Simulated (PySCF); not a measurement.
Problem. What does the PBE0-D3(BJ)/def2-SVP structure of `CPC` (dimethylphosphine) look like in three dimensions?

Solution. 
```
atom  x, y, z in Å
C1     1.4423    0.2462   -0.1053
P2     0.2723   -0.3984    1.1807
C3    -1.3390    0.1679    0.4581
H4     2.4450   -0.1716    0.0691
H5     1.5175    1.3396   -0.0009
H6     1.1318    0.0113   -1.1350
H7     0.2127   -1.7447    0.7015
H8    -2.1704   -0.2871    1.0167
H9    -1.4490   -0.0790   -0.6088
H10   -1.4185    1.2594    0.5772
```

Any rigid rotation of these coordinates is as good. Atoms count from 1 in this order. P2 (phosphine phosphorus) is pyramidal (angles 99.9°, 97.0° and 96.9°, sum 293.8°, 0.83 Å off the plane of its three neighbours).

Bonds between heavy atoms (Å): C1–P2 1.854, P2–C3 1.855.

Computed, not measured: PBE0-D3(BJ)/def2-SVP geometry optimisation, gas phase in PySCF 2.14.0.

Point group: Cs (tolerance 0.08 Å). Stationary, but not proved a minimum.
